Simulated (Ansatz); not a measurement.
A nudged elastic band was laid between two geometries of ClH3Si + FH (7 atoms, charge 0, multiplicity 1).

Computed with Ansatz, RKS B3LYP-D4/def2-SVP.

```
movable images  : 7
climbing image  : yes
spring          : 5.0 eV/Å²
optimiser       : quadratic models (default)
start path      : through a guess of the saddle point
force threshold : 0.03 eV/Å
iteration limit : 60
end points      : relaxed
```

Image 0:

```xyz
7
Properties=species:S:1:pos:R:3
Si 0.275 0.000 -0.047
Cl 0.256 0.000 2.061
H 1.705 0.000 -0.448
H -0.399 1.232 -0.520
H -0.399 -1.232 -0.520
F -2.604 0.000 1.052
H -1.978 0.000 1.744
```

Image 8:

```xyz
7
Properties=species:S:1:pos:R:3
Si -0.318 0.000 -0.544
Cl -0.256 0.000 3.431
H 0.950 0.000 0.226
H -0.446 1.223 -1.376
H -0.446 -1.223 -1.376
F -1.559 0.000 0.537
H -1.069 0.000 2.423
```

Q: Which bonds break or form, and what moves?

A: Bonds broken: Si1–Cl2, F6–H7. Bonds formed: Si1–F6, Cl2–H7. ClH3Si + FH becomes ClH + FH3Si.

Q: Give the energies along the band, and the barrier.

A: It converged. The highest image is number 4 of 0 to 8, 1.15 eV above the first end and 1.49 eV above the last; the last end lies 0.34 eV below the first. A vibrational analysis at the climbing image gives 2 clearly imaginary modes (594i, 141i cm⁻¹): a point of higher order, so a lower path passes nearby. The orbitals stay closed-shell, which can raise the energy where a bond breaks towards radicals; this wasn't checked here.

| image | path coordinate (Å) | energy (eV) | Si1–Cl2 (Å) | F6–H7 (Å) | Si1–F6 (Å) |
| --- | --- | --- | --- | --- | --- |
| 0 | 0.00 | 0.00 | 2.11 | 0.93 | 3.08 |
| 1 | 0.36 | 0.07 | 2.13 | 0.94 | 2.73 |
| 2 | 0.73 | 0.36 | 2.19 | 0.95 | 2.41 |
| 3 | 1.09 | 0.82 | 2.33 | 1.00 | 2.12 |
| 4 | 1.46 | 1.15 | 2.55 | 1.14 | 1.89 |
| 5 | 1.90 | 0.64 | 2.86 | 1.45 | 1.73 |
| 6 | 2.34 | 0.03 | 3.22 | 1.63 | 1.67 |
| 7 | 2.78 | -0.28 | 3.58 | 1.80 | 1.65 |
| 8 | 3.23 | -0.34 | 3.98 | 1.95 | 1.65 |

Q: What is the geometry of the highest image?

A: 
```xyz
7
Properties=species:S:1:pos:R:3
Si -0.188 0.000 -0.098
Cl 0.063 0.000 2.440
H 1.299 0.000 -0.024
H -0.554 1.262 -0.787
H -0.554 -1.262 -0.787
F -1.866 0.000 0.780
H -1.345 0.000 1.798
```

Time of the run: 2.5 min on 1 thread of Arm Neoverse V1, on a shared host, peak memory 0.13 GiB.
